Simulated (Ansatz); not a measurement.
# C₄H₆O: one species, many methods

How much do the methods differ for C₄H₆O? The plan is to run it at one geometry with functionals of several rungs and with coupled cluster, and see how far each lands from CCSD(T) at the basis-set limit for the atomisation energy.

Program: Ansatz 0.2.0, Gaussian basis. Level of theory: functionals in def2-TZVPP, the program's frozen cores in correlated methods. These are calculated values, not measurements.

Plan: PBE-D4, r2SCAN-D4, PBE0-D4, B3LYP-D4, ωB97X-V, ωB97M-V, B2PLYP; CCSD(T)/def2-TZVPP; MP2/def2-QZVPP; extrapolation to the limit.

1 further run of the same task is left out (it didn't finish).

## 1. The relaxed structure

The geometry comes from an earlier relaxation with PBE0-D4 in a triple-zeta def2 set; it is a stationary point, not always the lowest conformer.

SMILES `C=CC(=C)O`, 11 atoms, charge 0, spin multiplicity 1.

Atoms are counted from 1 here; the program's logs count them from 0.

Bond lengths: C1–C2 1.330 Å, C1–H6 1.083 Å, C1–H7 1.083 Å, C2–C3 1.455 Å, C2–H8 1.085 Å, C3–C4 1.337 Å, C3–O5 1.356 Å, C4–H9 1.080 Å, C4–H10 1.084 Å, O5–H11 0.961 Å. Angles: C2–C1–H6 121.2°, C2–C1–H7 121.0°, H6–C1–H7 117.8°, C1–C2–C3 124.4°, C1–C2–H8 120.6°, C3–C2–H8 115.0°, C2–C3–C4 122.5°, C2–C3–O5 113.7°, C4–C3–O5 123.8°, C3–C4–H9 120.1°, C3–C4–H10 122.1°, H9–C4–H10 117.8°, C3–O5–H11 108.9°.

## 2. PBE-D4 (GGA)

File in.yaml:

```yaml
crystal:
  periodic: [false, false, false]
  atoms:
    - {symbol: C, position_ang: [-0.381198, -0.894441, 1.680075]}
    - {symbol: C, position_ang: [-0.702471, -0.302313, 0.533863]}
    - {symbol: C, position_ang: [0.263881, 0.227005, -0.417101]}
    - {symbol: C, position_ang: [-0.102017, 0.817013, -1.560158]}
    - {symbol: O, position_ang: [1.553380, 0.063280, -0.031297]}
    - {symbol: H, position_ang: [0.653021, -1.018404, 1.976734]}
    - {symbol: H, position_ang: [-1.146700, -1.268924, 2.348258]}
    - {symbol: H, position_ang: [-1.741665, -0.183229, 0.246186]}
    - {symbol: H, position_ang: [-1.149065, 0.915519, -1.807666]}
    - {symbol: H, position_ang: [0.623217, 1.209174, -2.264078]}
    - {symbol: H, position_ang: [2.129618, 0.435319, -0.704827]}
basis:
  gaussian: {orbitals: def2-TZVPP}
hamiltonian: {xc: pbe, dispersion: d4}
output: {forces: true, orbitals: {seedname: orbitals}}
```

The run is started by

```sh
$ ansatz run in.yaml --threads 2 --pin off --events-out ev --progress --plain --max-ram 32768MiB --backend cpu
```

After this run come: r2SCAN-D4 (meta-GGA); PBE0-D4 (hybrid); B3LYP-D4 (hybrid); ωB97X-V (range-separated); ωB97M-V (range-separated); B2PLYP (double hybrid); CCSD(T) in def2-TZVPP; MP2 in def2-QZVPP.

Q: Predict the results of all the runs planned. Wanted: atomisation energy, CCSD(T)/CBS; farthest; mean size of error, hybrid; mean size of error, range-separated; gap, smallest and largest; T1 diagnostic; triples share of the correlation energy.

**Answer**, as computed:

| quantity | value |
| --- | --- |
| atomisation energy, CCSD(T)/CBS | 4668.2 kJ/mol |
| functionals within 23.3 kJ/mol (0.5 %) | B3LYP-D4, ωB97X-V, ωB97M-V |
| farthest | PBE-D4 (+153.4 kJ/mol) |
| mean size of error, hybrid | 30.2 kJ/mol |
| mean size of error, range-separated | 9.5 kJ/mol |
| gap, smallest and largest | 3.80 eV (PBE-D4), 10.14 eV (ωB97X-V) |
| T1 diagnostic | 0.0122 |
| triples share of the correlation energy | 4.3 % |

In words: PBE-D4 misses by +153.4 kJ/mol. Double hybrids carry the basis error of their MP2 part in triple zeta, and no dispersion term here, so their miss is partly the set-up's. The reference freezes the cores and leaves out relativity and excitations past (T), so misses under about 23.3 kJ/mol can't be ranked. Hartree-Fock recovers 73 % of the binding; the rest is correlation. The gap grows from 3.8 to 10.1 eV across the functionals, mostly with the share of exact exchange. The restricted reference is unstable towards a spin-broken one.
